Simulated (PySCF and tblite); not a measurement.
The numbers below are computed, except where a source is named.
Stationary points of dimethyl-n-propylamine at GFN2-xTB, in Å:

Structure A

```
 1 C     2.169    0.653    0.050
 2 C     1.524   -0.681   -0.300
 3 C     0.154   -0.484   -0.951
 4 N    -0.758    0.274   -0.108
 5 C    -1.849    0.836   -0.874
 6 C    -1.260   -0.509    1.001
 7 H     3.122    0.500    0.552
 8 H     2.343    1.238   -0.851
 9 H     1.510    1.218    0.703
10 H     1.430   -1.290    0.600
11 H     2.158   -1.230   -1.001
12 H     0.295    0.084   -1.874
13 H    -0.271   -1.468   -1.222
14 H    -1.448    1.483   -1.653
15 H    -2.482    0.067   -1.347
16 H    -2.473    1.438   -0.214
17 H    -1.837   -1.389    0.671
18 H    -1.905    0.119    1.615
19 H    -0.431   -0.849    1.617
```

Structure B

```
 1 C     1.932    0.916    0.046
 2 C     1.563   -0.561    0.003
 3 C     0.226   -0.798   -0.725
 4 N    -0.895   -0.199   -0.071
 5 C    -1.536    0.982   -0.559
 6 C    -1.482   -0.815    1.079
 7 H     2.867    1.063    0.581
 8 H     2.047    1.311   -0.962
 9 H     1.153    1.482    0.550
10 H     1.483   -0.945    1.022
11 H     2.346   -1.124   -0.509
12 H     0.299   -0.392   -1.738
13 H     0.069   -1.883   -0.815
14 H    -1.004    1.364   -1.428
15 H    -2.579    0.781   -0.852
16 H    -1.555    1.772    0.205
17 H    -2.553   -1.008    0.919
18 H    -1.389   -0.182    1.973
19 H    -0.990   -1.764    1.280
```

Structure C

```
 1 C     1.998    1.021   -0.459
 2 C     1.364   -0.284    0.009
 3 C     0.218   -0.771   -0.905
 4 N    -1.138   -0.446   -0.509
 5 C    -1.429    0.968   -0.463
 6 C    -1.584   -1.126    0.686
 7 H     2.814    1.303    0.204
 8 H     2.401    0.905   -1.464
 9 H     1.275    1.831   -0.472
10 H     0.988   -0.162    1.027
11 H     2.138   -1.054    0.042
12 H     0.366   -0.364   -1.910
13 H     0.259   -1.861   -0.982
14 H    -1.097    1.432   -1.390
15 H    -2.509    1.099   -0.380
16 H    -0.958    1.487    0.386
17 H    -2.662   -0.991    0.781
18 H    -1.113   -0.756    1.611
19 H    -1.375   -2.190    0.593
```

Level: PBE0/pcSseg-1 + D3(BJ), IEF-PCM chloroform on GFN2-xTB stationary points, with GFN2-xTB thermal terms.

Q: Which structure is a saddle point, and along which motion?

A: B: one imaginary mode (250i cm⁻¹ at GFN2-xTB, mostly on N4), along the pyramidal inversion at N4.

Q: Give their symmetry and energies above the lowest.

A: A C1, 0.0 kcal/mol; B C1, 6.2 kcal/mol; C C1, 3.2 kcal/mol.
